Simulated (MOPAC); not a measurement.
MOPAC input (PM6):

```
PM6 PRECISE GNORM=0.05 LET XYZ GEO-OK AUX(PRECISION=9) THREADS=1
CH2

C     0.00728032 1    0.00031015 1    0.17491065 1
H    -0.01040746 1    0.86106198 1   -0.52673636 1
H    -0.03327446 1   -0.86292291 1   -0.52272756 1
```

What heat of formation does the run end on?

105.90 kcal/mol.
